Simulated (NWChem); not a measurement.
# U-dlDF/6-31G(d) (spherical functions) run of AlNH3 (SMILES [NH2][AlH])

What is the vertical ionisation energy of AlNH3 at U-dlDF/6-31G* (spherical functions)? 

The results are computed with NWChem 7.3.0.

5 further runs of the same task are left out: 5 set aside as unsound or not needed.

### Step 1. The structure to begin with

AlNH3: 5 atoms, total charge 0, spin state doublet. SMILES: `[NH2][AlH]`. The shape is that of a PBE0-D4/def2-TZVP optimisation. This is one conformer, not always the lowest.

Bond lengths: N1–Al2 1.774 Å, N1–H3 1.007 Å, N1–H4 1.009 Å, Al2–H5 1.604 Å. Angles: N1–Al2–H5 115.7°, Al2–N1–H3 125.4°, Al2–N1–H4 124.3°, H3–N1–H4 110.2°.

### Step 2. Energy and forces at U-dlDF/6-31G(d) (spherical functions)

Input file alh3n.nw:

```
start alh3n
title "AlH3N"
memory total 2200 mb
geometry units angstrom
zmatrix
  N
  Al 1 r2
  H 1 r3 2 a3
  H 1 r4 3 a4 2 d4
  H 2 r5 1 a5 3 d5
variables
  r2 1.773603
  r3 1.007096
  a3 125.43784
  r4 1.009128
  a4 110.22097
  d4 179.98203
  r5 1.604074
  a5 115.74195
  d5 179.98059
end
end
basis spherical
N library 6-31G*
Al library 6-31G*
H library 6-31G*
end
dft
xc dldf
mult 2
grid fine
convergence energy 1e-08
direct
iterations 150
mulliken
print low
end
task dft gradient
```

Run with:

```sh
nwchem alh3n.nw > alh3n.out
```

Log:

```text
[...]
 Group name             Cs
[...]
 d= 0,ls=0.0,diis     1   -300.0929288124 -3.46D+02  1.11D-02  8.12D-02     0.7
[...]
 d= 0,ls=0.0,diis    10   -300.1423135913 -4.92D-09  1.19D-06  7.98D-10     4.6
[...]
         Total DFT energy =     -300.142313591276
      One electron energy =     -505.273673768173
           Coulomb energy =      186.838091586685
    Exchange-Corr. energy =      -27.941824903782
 Nuclear repulsion energy =       46.235093493994
[...]
      Total Density - Mulliken Population Analysis
     ---------------------------------------------
    Atom       Charge   Shell Charges
 -----------   ------   -------------------------------------------------------
    1 N    7     7.95   2.00  0.78  2.50  0.84  1.81  0.01
    2 Al  13    12.53   2.00  2.00  5.97  0.84  0.95  0.37  0.28  0.13
    3 H    1     0.68   0.52  0.16
    4 H    1     0.68   0.51  0.16
    5 H    1     1.16   0.52  0.64
[...]
      <S2> =      0.7520 (Exact =     0.7500)
                         DFT ENERGY GRADIENTS
    atom               coordinates                        gradient
                 x          y          z           x          y          z
   1 N       0.002261   2.006186   0.000000   -0.000140  -0.013198   0.000000
   2 Al      0.198564  -1.339684   0.000000   -0.001626   0.012907   0.000000
   3 H       1.485540   3.198583   0.000000    0.001995  -0.000183   0.000000
   4 H      -1.632619   2.987880   0.000000   -0.001459  -0.000789   0.000000
   5 H      -2.450076  -2.813877   0.000000    0.001229   0.001262   0.000000
 Task  times  cpu:        6.0s     wall:        6.0s
 Total times  cpu:        6.0s     wall:        6.0s
```

Run time: 6.6 s. Hardware: 1 thread of Intel Xeon at 2.60GHz (Ice Lake), shared host; peak memory 0.11 GiB.

### Step 3. The singlet cation, same level

Input file run.py:

```python
from ase import Atoms
from ase.calculators.nwchem import NWChem

mol = Atoms(['N', 'Al', 'H', 'H', 'H'], positions=[
    [-0.116600, -0.660800, 0.175100],
    [0.836600, 0.833900, 0.120800],
    [0.148500, -1.505300, 0.655500],
    [-1.010300, -0.782800, -0.277400],
    [0.191800, 2.041400, -0.715400],
])

calc = NWChem(
    label='calc',
    theory='dft',
    memory='2200 mb',
    basis='6-31G*',
    basispar='spherical',
    charge=1,
    dft={'xc': 'dldf', 'mult': '1', 'grid': 'fine', 'convergence': 'energy 1e-08', 'direct': None, 'iterations': '150', 'mulliken': None},
)
mol.calc = calc

forces = mol.get_forces()
print(f"energy = {mol.get_potential_energy():.6f} eV")
print("forces (eV/A):")
for s, f in zip(mol.symbols, forces):
    print(f"{s:2s} {f[0]:10.5f} {f[1]:10.5f} {f[2]:10.5f}")
print("dipole (e A):", mol.get_dipole_moment().round(4))
```

Run with:

```sh
export ASE_NWCHEM_COMMAND="nwchem PREFIX.nwi > PREFIX.nwo"
python run.py
```

Log:

```text
energy = -8159.281128 eV
forces (eV/A):
N     1.67014    0.13221    0.88276
Al   -2.59867   -0.32468   -1.32746
H    -0.16656   -0.17854   -0.02273
H    -0.07965    0.26374   -0.14830
H     1.17474    0.10727    0.61578
dipole (e A): [1.0438 0.5741 0.3389]
```

The calculator wrote calc.nwi:

```
title "calc"

permanent_dir calc

scratch_dir calc

start calc

geometry units angstrom nocenter noautosym noautoz
  N  -1.1660000000000000e-01 -6.6080000000000005e-01 1.7510000000000001e-01
  Al 8.3660000000000001e-01 8.3389999999999997e-01 1.2080000000000000e-01
  H  1.4849999999999999e-01 -1.5053000000000001e+00 6.5549999999999997e-01
  H  -1.0103000000000000e+00 -7.8280000000000005e-01 -2.7739999999999998e-01
  H  1.9180000000000000e-01 2.0413999999999999e+00 -7.1540000000000004e-01
end

charge 1

memory 2200 mb

basis spherical noprint
   * library 6-31G*
end

dft
  xc dldf
  mult 1
  grid fine
  convergence energy 1e-08
  direct
  iterations 150
  mulliken
end

task dft gradient
```

calc.nwo, cut to the lines that bear on the results:

```text
[...]
      One electron energy =     -499.041476256895
[... 1 line left out ...]
    Exchange-Corr. energy =      -27.650149866477
[... 6 lines left out ...]
                       DFT Final Molecular Orbital Analysis
[... 334 lines left out ...]
          Convergence on density requested:  1.00D-05
[...]
  wavefunction    = closed shell
                         DFT ENERGY GRADIENTS
    atom               coordinates                        gradient
                 x          y          z           x          y          z
   1 N      -0.220342  -1.248731   0.330891   -0.032479  -0.002571  -0.017167
   2 Al      1.580945   1.575843   0.228279    0.050536   0.006314   0.025815
   3 H       0.280624  -2.844605   1.238715    0.003239   0.003472   0.000442
   4 H      -1.909190  -1.479278  -0.524210    0.001549  -0.005129   0.002884
   5 H       0.362449   3.857687  -1.351910   -0.022845  -0.002086  -0.011975
[...]
```

Wall time 6.6 s (1 thread of Intel Xeon at 2.60GHz (Ice Lake), shared host); peak memory 0.11 GiB.

### Step 4. Outcome

Level: U-dlDF/6-31G* (spherical functions).

| quantity | value |
| --- | --- |
| doublet AlNH3: total energy | -300.14231 Eh |
| doublet AlNH3: ⟨S²⟩ | 0.752 |
| doublet AlNH3: largest force on an atom | 0.679 eV/Å |
| singlet cation: total energy | -299.84805 Eh |
| singlet cation: HOMO energy | -15.43 eV |
| singlet cation: LUMO energy | -9.40 eV |
| singlet cation: HOMO–LUMO gap | 6.03 eV |
| singlet cation: largest force on an atom | 2.936 eV/Å |
| vertical ionisation energy (to the singlet cation) | 8.007 eV |

Removing an electron at fixed nuclei costs 8.01 eV (185 kcal/mol). The largest force (doublet AlNH3) is 0.68 eV/Å: the shape isn't a stationary point for this species at this level. Only the singlet of the ionised species was computed; a triplet could lie lower. Mulliken charges (doublet AlNH3) run from -0.95 on N1 to +0.47 on Al2; they depend strongly on the basis. Mulliken charges (singlet cation) run from -0.91 on N1 to +1.09 on Al2; they depend strongly on the basis.
